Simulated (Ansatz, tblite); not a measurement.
# The cluster SnBr₂+: a ladder of methods and basis sets

One table from this session's results is given with a row withheld; the runs are named, their logs left out.

Method: as each input shows; program: Ansatz 0.2.0, Gaussian basis.

Plan: GFN1-xTB, GFN2-xTB, PBE-D4/def2-TZVP, r2SCAN-D4/def2-TZVP, r2SCAN0-D4/def2-TZVP, PBE-QIDH/def2-TZVP, HSE06-D4/def2-TZVP, LC-ωPBE/def2-TZVP, revPBE-D4/def2-TZVP, PBE-D4/def2-SVP, PBE0-D4/def2-SVP, CCSD(T)/def2-SVP, MP2/def2-TZVP, RPA/def2-TZVP.

4 further runs of the same task are left out: 1 that didn't finish, 3 set aside as unsound or not needed.

**The geometry**

The geometry is that of the doublet, from an earlier relaxation (B3LYP-D4/def2-TZVP). At that level it is the lowest of the isomers that a small search found.

3 atoms, charge 1, spin multiplicity 2.

Bond lengths: Sn1–Br2 2.621 Å, Sn1–Br3 2.621 Å. Angles: Br2–Sn1–Br3 69.5°.

Coordinates:

```xyz
3

Sn   -0.2263   -0.0018    1.4178
Br    0.8961    1.2676   -0.5824
Br   -0.6699   -1.2659   -0.8354
```

Sn takes a core potential in the def2 sets. No spin-orbit coupling is included. The ion is computed in the gas phase, without counter-ions or solvent.

PBE0-D4/def2-TZVP was run before; its log isn't repeated, and its numbers join the tables.

The first run:

Tight binding, by tblite at 300 K electronic temperature and without a spin-polarisation term:

```python
tblite.interface.Calculator('GFN1-xTB', numbers, positions, charge=1, uhf=1).singlepoint()
```

Tight binding, by tblite at 300 K electronic temperature and without a spin-polarisation term:

```python
tblite.interface.Calculator('GFN2-xTB', numbers, positions, charge=1, uhf=1).singlepoint()
```

start.molden holds the orbitals of an earlier run on this state, given as this run's starting guess.

in.yaml

```yaml
crystal:
  periodic: [false, false, false]
  atoms:
    - {symbol: Sn, position_ang: [-0.226250, -0.001765, 1.417758]}
    - {symbol: Br, position_ang: [0.896124, 1.267625, -0.582402]}
    - {symbol: Br, position_ang: [-0.669864, -1.265860, -0.835356]}
basis:
  gaussian: {orbitals: def2-TZVP, initial_orbitals: start.molden}
total_charge: 1
magnetization: {spin_polarized: true, initial_magnetization: 1}
hamiltonian: {xc: pbe, dispersion: d4}
scf: {omitted_lower_state_checks: [starts]}
output: {forces: true, orbitals: {seedname: orbitals}}
```

Started as:

```console
> ansatz run in.yaml --threads 4 --pin off --events-out ev --progress --plain --max-ram 3916MiB
```

Steps of the session up to this table: PBE-D4/def2-TZVP; r2SCAN-D4/def2-TZVP; r2SCAN0-D4/def2-TZVP; PBE-QIDH/def2-TZVP; HSE06-D4/def2-TZVP; LC-ωPBE/def2-TZVP; revPBE-D4/def2-TZVP; PBE-D4/def2-SVP; PBE0-D4/def2-SVP; CCSD(T)/def2-SVP; MP2/def2-TZVP; RPA/def2-TZVP.

One table of the session follows, with a row left open; its other results are not shown here.

| level | HOMO (eV) | LUMO (eV) | gap (eV) |
| --- | --- | --- | --- |
| PBE-D4/def2-SVP | -12.21 | -11.33 | 0.89 |
| PBE-D4/def2-TZVP | -12.18 | -11.26 | 0.91 |
| revPBE-D4/def2-TZVP | -12.13 | -11.17 | 0.96 |
| r2SCAN-D4/def2-TZVP | -12.59 | -11.23 | 1.36 |
| PBE0-D4/def2-SVP | -13.56 | -10.55 | 3.01 |
| PBE0-D4/def2-TZVP | -13.49 | -10.45 | 3.05 |
| r2SCAN0-D4/def2-TZVP | ? | ? | ? |
| HSE06-D4/def2-TZVP | -13.10 | -10.82 | 2.28 |
| LC-ωPBE/def2-TZVP | -16.16 | -8.36 | 7.79 |

Q: Estimate the row for r2SCAN0-D4/def2-TZVP from the others.

The run gave: HOMO (eV): -13.79; LUMO (eV): -10.39; gap (eV): 3.40. In the column «HOMO (eV)» it lies between LC-ωPBE/def2-TZVP (-16.16) and PBE0-D4/def2-SVP (-13.56).
